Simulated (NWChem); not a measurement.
Molecule: methanol (CH4O); SMILES CO

```xyz
6

C     -0.0084    -0.6395     0.0000
O     -0.0907     0.7554     0.0000
H      0.5009    -1.0491    -0.8949
H     -1.0348    -1.0359     0.0000
H      0.5009    -1.0491     0.8949
H      0.8036     1.1087     0.0000
```
Atoms are numbered in this order, from 1.

Results from NWChem. Structure relaxed at the PBE0/def2-SVP level. Level: PBE0/def2-SVP with SMD (1 M gas to 1 M solution), gas-phase geometry.

For solvent water:

| Property | Result |
|---|---|
| solvation free energy (kcal/mol) | -4.0 |
| cavity-dispersion-structure term (kcal/mol) | 2.5 |
| dipole in solution (D) | 2.07 |

What are these values for solvent n-hexane?


| Item | Value |
|---|---|
| solvation free energy (kcal/mol) | -1.7 |
| cavity-dispersion-structure term (kcal/mol) | -0.4 |
| dipole in solution (D) | 1.74 |
